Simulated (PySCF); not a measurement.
Start geometry of `FCC(F)CF` (1,2,3-trifluoropropane) from GFN2-xTB (Å):
```
atom  x, y, z in Å
F1    -1.1522    1.5057   -0.3222
C2    -1.2620    0.1618   -0.2791
C3    -0.0721   -0.4335    0.4395
F4    -0.1021   -0.1647    1.7917
C5     1.2780    0.1077   -0.0800
F6     1.5445   -0.4426   -1.2904
H7    -1.2733   -0.1976   -1.3087
H8    -2.1663   -0.0771    0.2453
H9    -0.0798   -1.5183    0.3599
H10    2.0898   -0.1641    0.6206
H11    1.2337    1.1968   -0.1923
```

Question: What comes out of this run: PBE0-D3(BJ)/def2-SVP geometry optimisation, gas phase in PySCF 2.14.0?

Answer: 
```
atom  x, y, z in Å
F1    -0.6137    1.7343   -0.6205
C2    -1.0215    0.4269   -0.6315
C3    -0.2772   -0.3703    0.4071
F4    -0.6506    0.0261    1.6691
C5     1.2268   -0.2047    0.3107
F6     1.6443   -0.6442   -0.9174
H7    -0.8229   -0.0045   -1.6265
H8    -2.1034    0.3861   -0.4229
H9    -0.5436   -1.4355    0.2781
H10    1.7200   -0.7906    1.1028
H11    1.4840    0.8597    0.4287
```

The energy falls by 0.104 eV over 8 energy and gradient evaluations, the largest force component goes from 0.0217 to 2.0e-04 Eh/bohr, and the atoms move by 0.117 Å rms after alignment. The bond that changes most is C2–H8 (sp3 C–F carbon to methylene hydrogen), which lengthens by 0.030 Å. Bonds longer at the end by more than 0.005 Å: 6 of 10; shorter: 2. Among the angles that change most is F4–C3–H9, from 105.4° to 108.6°. Among the dihedrals that turn most is F4–C3–C5–H11, from -78° to -63°. Rotational constants go from 4236, 2838, 2025 to 4171, 2994, 2084 MHz. The orientation of the end geometry is arbitrary; only internal coordinates are fixed.

The run used 109 basis functions and 48 SCF cycles in all.

PBE0-D3(BJ)/def2-SVP frequencies: not computed here. One conformer, not necessarily the lowest.
